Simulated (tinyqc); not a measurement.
Harmonic frequencies on the B3LYP (VWN-RPA form)/sto-6g surface (energies and gradients from PySCF), for HF, spin multiplicity 1, step by step. One step of it, computed by the program tinyqc.

Problem. Normal modes. Diagonalise H_ij / sqrt(m_i m_j); the 5 smallest eigenvalues belong to translations and rotations; wavenumber = sqrt(eigenvalue / 1822.888) x 219474.63; each mode has its largest component positive (the first on a tie); zero-point energy = sum of wavenumbers / 2, with 349.755 1/cm per kcal/mol.

Hessian (symmetrised) (hartree/bohr^2), order 1Fx, 1Fy, 1Fz, 2Hx, 2Hy, 2Hz:
```
[[-0.00002091, 0.00000000, 0.00000000, 0.00000573, 0.00000000, 0.00000000],
 [0.00000000, -0.00002091, 0.00000000, 0.00000000, 0.00000573, 0.00000000],
 [0.00000000, 0.00000000, 0.52698054, 0.00000000, 0.00000000, -0.52697042],
 [0.00000573, 0.00000000, 0.00000000, 0.00000944, 0.00000000, 0.00000000],
 [0.00000000, 0.00000573, 0.00000000, 0.00000000, 0.00000944, 0.00000000],
 [0.00000000, 0.00000000, -0.52697042, 0.00000000, 0.00000000, 0.52696030]]
```

masses (u): [18.998403, 1.007825]

Give: eigenvalues of the mass-weighted Hessian; harmonic wavenumbers of the vibrations; mass-weighted modes; zero-point energy.

Solution.

eigenvalues of the mass-weighted Hessian (hartree/(bohr^2 u)): [0.0000, 0.0000, 0.0000, 0.0000, 0.0000, 0.5506]

harmonic wavenumbers of the vibrations (1/cm): [3814.4]

mass-weighted modes, order 1Fx, 1Fy, 1Fz, 2Hx, 2Hy, 2Hz:
```
[[0.0000],
 [0.0000],
 [-0.2244],
 [0.0000],
 [0.0000],
 [0.9745]]
```

zero-point energy = 5.4529 kcal/mol
